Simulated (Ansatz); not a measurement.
## Where PBE misses the cohesive energy: 28 values for elemental metals

PBE (Ansatz, a quantum-chemistry and plane-wave program) was set against 28 reference values (fcc Ag, fcc Al, bcc Ba, hcp Be, fcc Ca, hcp Cd, hcp Co, antiferromagnetic bcc Cr, bcc Cs, fcc Cu, bcc Fe, α-phase Ga, bcc K, bcc Li, hcp Mg, bcc Mo, bcc Na, fcc Ni, fcc Pd, bcc Rb, fcc Rh, hcp Ru, hcp Sc, fcc Sr, hcp Ti, hcp Y, hcp Zn, hcp Zr), measured values corrected to a static lattice or taken at low temperature (these still hold zero-point motion). Its mean error is -0.02 eV/atom and its mean absolute error 0.20 eV/atom (median 0.12 eV/atom); 17 of 28 lie within 0.2 eV/atom, and the value is too low in 19 of 28 cases.

All rows, largest deviation first (by eV/atom; values in eV/atom; a dash: no usable value at that level):

```json
[
 {"solid": "bcc Fe", "reference": "4.32*", "PBE": "4.91", "PBE error (eV/atom)": "+0.59", "in %": "+14", "HSE06": "–", "PBE0": "–", "r²SCAN": "4.66"},
 {"solid": "hcp Co", "reference": "4.47*", "PBE": "5.02", "PBE error (eV/atom)": "+0.55", "in %": "+12", "HSE06": "–", "PBE0": "–", "r²SCAN": "4.70"},
 {"solid": "bcc Mo", "reference": "6.84*", "PBE": "6.31", "PBE error (eV/atom)": "-0.53", "in %": "-8", "HSE06": "–", "PBE0": "–", "r²SCAN": "5.63"},
 {"solid": "fcc Ag", "reference": "2.97*", "PBE": "2.53", "PBE error (eV/atom)": "-0.44", "in %": "-15", "HSE06": "2.38", "PBE0": "2.38", "r²SCAN": "2.87"},
 {"solid": "hcp Cd", "reference": "1.18*", "PBE": "0.75", "PBE error (eV/atom)": "-0.43", "in %": "-37", "HSE06": "0.87", "PBE0": "0.87", "r²SCAN": "1.07"},
 {"solid": "hcp Be", "reference": "3.32", "PBE": "3.73", "PBE error (eV/atom)": "+0.41", "in %": "+12", "HSE06": "3.70", "PBE0": "3.70", "r²SCAN": "3.80"},
 {"solid": "hcp Ti", "reference": "4.88*", "PBE": "5.28", "PBE error (eV/atom)": "+0.40", "in %": "+8", "HSE06": "–", "PBE0": "–", "r²SCAN": "4.67"},
 {"solid": "fcc Ni", "reference": "4.48*", "PBE": "4.76", "PBE error (eV/atom)": "+0.28", "in %": "+6", "HSE06": "–", "PBE0": "–", "r²SCAN": "4.65"},
 {"solid": "hcp Zn", "reference": "1.38*", "PBE": "1.11", "PBE error (eV/atom)": "-0.27", "in %": "-20", "HSE06": "1.18", "PBE0": "1.17", "r²SCAN": "1.47"},
 {"solid": "hcp Y", "reference": "4.42*", "PBE": "4.19", "PBE error (eV/atom)": "-0.23", "in %": "-5", "HSE06": "–", "PBE0": "–", "r²SCAN": "4.08"},
 {"solid": "fcc Pd", "reference": "3.93*", "PBE": "3.71", "PBE error (eV/atom)": "-0.22", "in %": "-6", "HSE06": "–", "PBE0": "–", "r²SCAN": "4.09"},
 {"solid": "hcp Sc", "reference": "3.93*", "PBE": "4.12", "PBE error (eV/atom)": "+0.19", "in %": "+5", "HSE06": "–", "PBE0": "–", "r²SCAN": "3.99"},
 {"solid": "α-phase Ga", "reference": "2.81", "PBE": "2.63", "PBE error (eV/atom)": "-0.18", "in %": "-7", "HSE06": "2.64", "PBE0": "2.62", "r²SCAN": "2.84"},
 {"solid": "hcp Zr", "reference": "6.32*", "PBE": "6.20", "PBE error (eV/atom)": "-0.12", "in %": "-2", "HSE06": "–", "PBE0": "–", "r²SCAN": "5.68"},
 {"solid": "fcc Sr", "reference": "1.73*", "PBE": "1.61", "PBE error (eV/atom)": "-0.12", "in %": "-7", "HSE06": "1.57", "PBE0": "1.54", "r²SCAN": "1.79"},
 {"solid": "bcc Cs", "reference": "0.81*", "PBE": "0.71", "PBE error (eV/atom)": "-0.10", "in %": "-12", "HSE06": "0.69", "PBE0": "0.66", "r²SCAN": "0.68"},
 {"solid": "bcc Rb", "reference": "0.86*", "PBE": "0.77", "PBE error (eV/atom)": "-0.09", "in %": "-10", "HSE06": "0.75", "PBE0": "0.72", "r²SCAN": "0.75"},
 {"solid": "bcc K", "reference": "0.94*", "PBE": "0.87", "PBE error (eV/atom)": "-0.07", "in %": "-8", "HSE06": "0.84", "PBE0": "0.82", "r²SCAN": "0.85"},
 {"solid": "bcc Li", "reference": "1.67*", "PBE": "1.61", "PBE error (eV/atom)": "-0.06", "in %": "-4", "HSE06": "1.55", "PBE0": "1.54", "r²SCAN": "1.58"},
 {"solid": "fcc Rh", "reference": "5.78*", "PBE": "5.73", "PBE error (eV/atom)": "-0.05", "in %": "-1", "HSE06": "–", "PBE0": "–", "r²SCAN": "5.44"},
 {"solid": "fcc Ca", "reference": "1.86*", "PBE": "1.91", "PBE error (eV/atom)": "+0.05", "in %": "+3", "HSE06": "1.81", "PBE0": "1.79", "r²SCAN": "2.08"},
 {"solid": "hcp Ru", "reference": "6.8*", "PBE": "6.76", "PBE error (eV/atom)": "-0.04", "in %": "-1", "HSE06": "–", "PBE0": "–", "r²SCAN": "6.29"},
 {"solid": "bcc Na", "reference": "1.12*", "PBE": "1.08", "PBE error (eV/atom)": "-0.04", "in %": "-3", "HSE06": "1.04", "PBE0": "1.03", "r²SCAN": "1.08"},
 {"solid": "antiferromagnetic bcc Cr", "reference": "4.15*", "PBE": "4.12", "PBE error (eV/atom)": "-0.03", "in %": "-1", "HSE06": "–", "PBE0": "–", "r²SCAN": "3.49"},
 {"solid": "bcc Ba", "reference": "1.91*", "PBE": "1.88", "PBE error (eV/atom)": "-0.03", "in %": "-1", "HSE06": "1.77", "PBE0": "1.73", "r²SCAN": "2.04"},
 {"solid": "hcp Mg", "reference": "1.51", "PBE": "1.50", "PBE error (eV/atom)": "-0.01", "in %": "-1", "HSE06": "1.52", "PBE0": "1.51", "r²SCAN": "1.71"},
 {"solid": "fcc Cu", "reference": "3.52*", "PBE": "3.52", "PBE error (eV/atom)": "0.00", "in %": "+0", "HSE06": "3.08", "PBE0": "3.08", "r²SCAN": "3.89"},
 {"solid": "fcc Al", "reference": "3.43*", "PBE": "3.43", "PBE error (eV/atom)": "0.00", "in %": "+0", "HSE06": "3.42", "PBE0": "3.40", "r²SCAN": "3.59"}
]
```

A star marks references brought to a static lattice; the others are low-temperature values that still hold zero-point motion, which matters most for light elements.

Spin–orbit coupling is left out, also for the solids with elements from indium on (bcc Ba, bcc Cs); its size isn't shown.

Exact exchange on metals is sensitive to the k mesh.

Differences are worked out from unrounded values.

Programs: Ansatz.

Ansatz's runs of these crystals have no spin polarisation, but for hcp Co, antiferromagnetic bcc Cr, bcc Fe, fcc Ni. Meta-GGAs and exact exchange favour moments, which can bear on bcc Fe, hcp Co, hcp Ti, fcc Ni, hcp Y, fcc Pd, hcp Sc, fcc Rh, antiferromagnetic bcc Cr.

Density-functional runs with spin start from parallel moments for hcp Co, opposed moments for antiferromagnetic bcc Cr, parallel moments for bcc Fe, parallel moments for fcc Ni.

Free atoms are spin-polarised, in the lowest state found; at levels without +SOC their spin–orbit coupling is left out. Each level is taken at its own relaxed cell. Caveats: the commensurate order stands in for chromium's spin-density wave, and the size of the moments varies much between levels (PBE: antiferromagnetic bcc Cr; r²SCAN: antiferromagnetic bcc Cr). Ansatz's density-functional and Hartree–Fock values are scalar-relativistic unless marked +SOC, with PAW data made under PBE.

Not in this set, of the elemental metals with a reference value in our tables and a result at some level: 12 for the spin–orbit terms of free Br, In, Sn, Te, I and atoms past barium, a cut that leaves lighter open-shell atoms' terms in the errors; 4 for a doubt noted on the run at PBE; 1 for sources at odds. These can be a level's best or worst cases. Solids without a released value at any level aren't counted. Layered and molecular crystals are counted apart. The metals Ce to Yb are counted apart.

References as tabulated in Mejia-Rodriguez and Trickey (2018), arXiv:1807.09216; Jana et al. (2018), arXiv:1807.00350; Csonka et al. (2009), arXiv:0903.4037; Kittel's textbook and others.
